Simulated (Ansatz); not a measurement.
Antifluorite Mg₂Sn was calculated with Hartree–Fock (plane waves, PAW; Ansatz, a quantum-chemistry and plane-wave program).

Input file:

Ansatz 0.2 input:
```yaml
crystal:
  lattice:
    - [0.0, 3.414869199, 3.414869199]
    - [3.414869199, 0.0, 3.414869199]
    - [3.414869199, 3.414869199, 0.0]
  atoms:
    - { symbol: Mg, position: [0.25, 0.25, 0.25] }
    - { symbol: Mg, position: [0.75, 0.75, 0.75] }
    - { symbol: Sn, position: [0.0, 0.0, 0.0] }
basis:
  ecutwfc: 460
  ecutrho_ratio: 4
  xc_grid: 2
kpoints:
  mp_grid: { grid: [6, 6, 6] }
hamiltonian:
  xc: hf
  dispersion: none
  pseudopotentials: { kind: paw }
scf:
  occupations: { method: fermi_dirac, width: 0.01 }
  convergence: { dr2_threshold: 0.0000000003 }
output:
  forces: true
  stress: true
  eigenvalues: true
```

Output (set-up and result lines):

```
WARN output.stress: scf.exx.energy_threshold = 1e-6 eV is looser than the 3e-8 eV advised for a stress under a hybrid functional (1e-8 eV for each atom of the …
Crystal: 3 atoms, lattice volume = 79.644 Å³
Basis set: ecut = 460 eV, 1807 PW (Γ), exchange–correlation on 72×72×72 points (8 copies of the dense FFT grid, shifted against one another)
Bands: 21, of which v1, the nominal top of the filled ones, is band 17 counted from 1 (16 counted from 0)
Symmetry: 48 space group operations
Space group: Fm-3m (ITA 225), of the structure as read, at distance tolerance 4.3e-5 Å
k-points: 16 of 216
Functional: x = pbe(κ = 0.804, μ = 0.2195149727645171), c = none, warm-up for x = 0 pbe(κ = 0.804, μ = 0.2195149727645171) + 1 exact, c = none
SCF iter   1: F=—  HF=-9774.616193 eV  |F-HF|=—  |Δ(HF+E_count)|=         —  Δρ=5.50e-3  dr2=1.43e-2
SCF iter   2: F=—  HF=-9774.609404 eV  |F-HF|=—  |Δ(HF+E_count)|=   6.79e-3  Δρ=1.47e-3  dr2=8.84e-4
  ...
SCF 1 converged in 8 iterations: F = -9774.609418 eV  dr2 = 9.43e-11
Crystal: 3 atoms, lattice volume = 79.644 Å³
Initial density: handed on by an earlier stage of this run
Functional: x = 0 pbe(κ = 0.804, μ = 0.2195149727645171) + 1 exact, c = none
Crystal: 3 atoms, lattice volume = 79.644 Å³
Crystal: 3 atoms, lattice volume = 79.644 Å³
Crystal: 3 atoms, lattice volume = 79.644 Å³
SCF iter   3: F=—  HF=-9792.776959 eV  |F-HF|=—  |Δ(HF+E_count)|=   3.63e-9  Δρ=9.24e-7  dr2=5.84e-10
SCF iter   4: F=-9792.776959 eV  HF=-9792.776959 eV  |F-HF|=4.91e-11  |Δ(HF+E_count)|=  7.46e-11  Δρ=2.57e-7  dr2=3.31e-11
SCF 5 converged in 4 iterations: F = -9792.776959 eV  dr2 = 3.31e-11
Free energy (F): -9792.776959 eV
Internal energy: -9792.776959 eV  (E = F + TS)
E sigma→0 (E₀):  -9792.776959 eV
Fermi energy:    7.801134 eV
--- Stress (GPa, compression-positive) ---
        1.188704       0.000000      -0.000000
       -0.000000       1.188704       0.000000
        0.000000      -0.000000       1.188704
  P = ⅓ Tr σ = 1.1887 GPa (11.887 kbar)
```

The cell is one volume of an energy–volume scan, off the minimum.

The PAW data were made under PBE.
